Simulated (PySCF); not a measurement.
H2PS (doublet state).
Bonds: P1–S2 (double). Hydrogens: H3, H4 on P1.

Computed, not measured: PySCF 2.14.0, PBE0-D3(BJ)/def2-SVP geometry optimisation, gas phase.

(1) List the bond lengths and angles at this level.

Results:

(1) 
```json
{"bond": "P1=S2", "length (pm)": "198.3"}
{"bond": "P1–H3, P1–H4", "length (pm)": "142.6"}
```

Bonds in one row agree within 1 pm and their mean is given. A selection of angles:
```json
{"angle": "S2–P1–H3", "degrees": "110.5"}
{"angle": "H3–P1–H4", "degrees": "99.8"}
```

P1 (phosphorus bonded to S and 2 H) is pyramidal (angles 110.5°, 110.4° and 99.8°, sum 320.7°, 0.59 Å off the plane of its three neighbours).

Point group: Cs (every atom within 0.08 Å of its image). PBE0-D3(BJ)/def2-SVP frequencies: not computed here. ⟨S²⟩ = 0.755 (exact for a doublet: 0.75).

The run took 7.4 s wall on an x86-64 server with one thread, no GPU, shared host. This is the geometry optimisation.
